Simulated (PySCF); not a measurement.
## Deuteron quadrupole couplings in `C#CCC(=C)C`

Compound: C₆H₈.
Geometry (GFN2-xTB, Å), atoms numbered from 1 in this order:
```
atom  x, y, z in Å
C1     2.4441    1.1029    0.5121
C2     1.7148    0.2188    0.1689
C3     0.7971   -0.8294   -0.2363
C4    -0.6294   -0.3430   -0.1466
C5    -1.4714   -0.8195    0.7543
C6    -1.0001    0.7163   -1.1373
H7     3.0974    1.8656    0.8140
H8     1.0283   -1.1177   -1.2671
H9     0.9447   -1.6988    0.4094
H10   -2.4878   -0.4693    0.8213
H11   -1.1832   -1.5791    1.4620
H12   -0.3086    1.5551   -1.0618
H13   -2.0120    1.0738   -0.9676
H14   -0.9346    0.3239   -2.1525
```

Level: PBE0/pcSseg-1 (PySCF, non-relativistic); Q(2H) = 0.00286 b; rigid geometry, the same for H and D, with no vibrational averaging.

Problem. Rank these positions by the coupling χzz of a deuteron there, largest first.
A. H9 (methylene hydrogen)
B. H7 (alkyne hydrogen)
C. H13 (methyl hydrogen)
D. H12 (methyl hydrogen)
E. H11 (vinylic hydrogen)

Solution. B (268 kHz), E (226 kHz), C (212 kHz), D (206 kHz), A (201 kHz).

Problem. Give the electric field gradient Vzz (the principal value of largest size), its asymmetry and the 2H coupling at each hydrogen.

Solution. 
| atom | bonded to | bond length (Å) | Vzz (au) | η | χzz (kHz) |
| --- | --- | --- | --- | --- | --- |
| H7 | C1 | 1.049 | 0.3986 | 0.00 | 268 |
| H8 | C3 | 1.095 | 0.2967 | 0.01 | 199 |
| H9 | C3 | 1.093 | 0.2998 | 0.02 | 201 |
| H10 | C5 | 1.077 | 0.3377 | 0.06 | 227 |
| H11 | C5 | 1.077 | 0.3370 | 0.07 | 226 |
| H12 | C6 | 1.090 | 0.3070 | 0.03 | 206 |
| H13 | C6 | 1.087 | 0.3162 | 0.03 | 212 |
| H14 | C6 | 1.090 | 0.3103 | 0.03 | 208 |

Problem. How does χzz go with the bond length over the 8 C–H bonds?

Solution. A straight-line fit has a slope of -14.8 kHz for each 0.01 Å, with a correlation coefficient of -1.00, over lengths from 1.049 to 1.095 Å. The longer bonds have the smaller couplings here.

Problem. Give the 2H NMR doublet splittings at H7 for a magnetic field along the z, y and x axes of the gradient: 3χ/2, 3χ(1 + η)/4, 3χ(1 − η)/4.

Solution. With |χ| = 267.8 kHz and η = 0.004: 402, 202 and 200 kHz, to first order and without motion.

Geometry: GFN2-xTB, one conformer, isolated molecule. GFN2-xTB bond lengths can be off by several hundredths of an ångström, more for odd bonds, and the gradients follow them. A larger basis could move these couplings by a tenth or more.

These values come from a run that also computed NMR shieldings. On one thread of an Intel Xeon Platinum 8488C, no GPU, shared host with 192 logical CPUs at a one-minute load of 77, this took 15 s of wall time and 0.72 GiB of memory at its peak.
